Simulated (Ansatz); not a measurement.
Geometry optimisation, Ansatz 0.2.0, RKS BHLYP-D4/6-31G*.

The input (input.yaml):

```yaml
crystal:
  periodic: [false, false, false]
  atoms:
    - { symbol: B, position_ang: [0.105388, -0.525025, -0.283974] }
    - { symbol: F, position_ang: [-0.126533, 0.405283, 2.044488] }
    - { symbol: H, position_ang: [1.096799, 0.099925, -0.434756] }
    - { symbol: H, position_ang: [-0.947051, -0.088789, -0.606562] }
    - { symbol: P, position_ang: [0.211301, -2.255764, 0.508022] }
    - { symbol: H, position_ang: [-0.689203, -3.012781, -0.255051] }
    - { symbol: H, position_ang: [1.416439, -2.77979, 0.01882] }
    - { symbol: H, position_ang: [-0.161641, -0.458458, 2.376414] }
basis:
  gaussian: { orbitals: "6-31G*" }
hamiltonian:
  xc: { name: BHLYP }
  dispersion: d4
relax:
  f_tol: 0.03
  max_steps: 50
```

Run as:

```bash
$ ansatz run input.yaml --threads 1 --pin off --max-ram 2048MiB --backend cpu --events-out ev --progress --plain --runs-dir out
```

Where does it end, and by what steps?

The run converged. After 6 steps the energy has fallen by 0.008 eV; F2 moved furthest, 0.13 Å.

```
step  energy less start (eV)  largest force component (eV/Å)  accepted
   0                  0.0000                           0.160       yes
   1                  0.0032                           0.705        no
   2                 -0.0048                           0.107       yes
   3                 -0.0060                           0.107       yes
   4                 -0.0074                           0.078       yes
   5                 -0.0077                           0.038       yes
   6                 -0.0078                           0.020       yes
```

```xyz
8
Properties=species:S:1:pos:R:3
B 0.116 -0.512 -0.219
F -0.175 0.375 1.925
H 1.105 0.114 -0.384
H -0.934 -0.095 -0.571
P 0.225 -2.262 0.528
H -0.706 -2.994 -0.223
H 1.405 -2.781 -0.024
H -0.130 -0.459 2.336
```

Whether the end is a true minimum wasn't checked by a vibrational analysis.

Time of the run: 16 s on 1 thread of Arm Neoverse V1 (shared host), peak memory 0.12 GiB.
